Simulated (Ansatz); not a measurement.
Relaxation of CH$_{5}$FN (8 atoms, charge 0, multiplicity 2), to a largest force component of 0.03 eV/Å in at most 50 steps.

These are results of UKS r2SCANh/def2-SVP in Ansatz 0.2.0, not measurements.

```xyz
8
Properties=species:S:1:pos:R:3
H -0.219 -0.421 -0.005
C -1.287 -0.219 0.011
F -1.641 0.506 -1.100
N 2.078 -0.102 0.049
H -1.830 -1.176 0.015
H -1.550 0.345 0.919
H 2.153 0.559 -0.742
H 2.295 0.507 0.853
```

**Question.** Where does it end, and by what steps?

**Answer.** The run converged. The force dipped under the threshold on the way, but the program's further checks kept it going. After 19 steps the energy has fallen by 0.111 eV; H8 moved furthest, 1.01 Å.

```
step  energy less start (eV)  largest force component (eV/Å)  accepted
   0                  0.0000                           0.494       yes
   1                  0.0338                           1.349        no
   2                 -0.0032                           0.447       yes
   3                 -0.0077                           0.398       yes
   4                 -0.0144                           0.080       yes
   5                 -0.0171                           0.047       yes
   6                  0.0106                           0.859        no
   7                 -0.0205                           0.082       yes
   8                 -0.0242                           0.218       yes
   9                 -0.0317                           0.378       yes
  10                 -0.0479                           0.647       yes
  11                 -0.0851                           0.435       yes
  12                 -0.0929                           0.607       yes
  13                 -0.1013                           0.239       yes
  14                 -0.1069                           0.154       yes
  15                 -0.1101                           0.026       yes
  16                 -0.1098                           0.196        no
  17                 -0.1103                           0.011       yes
  18                 -0.1105                           0.065       yes
  19                 -0.1106                           0.026       yes
```

```xyz
8
Properties=species:S:1:pos:R:3
H -0.422 -0.702 0.625
C -1.263 -0.289 0.052
F -0.775 0.618 -0.867
N 1.992 0.115 0.280
H -1.790 -1.095 -0.480
H -1.963 0.222 0.729
H 1.332 0.568 -0.373
H 2.888 0.563 0.034
```

Whether the end is a true minimum wasn't checked by a vibrational analysis.

The run took 74 s on 2 threads of Arm Neoverse N1, with other jobs on the host, peak memory 0.18 GiB.
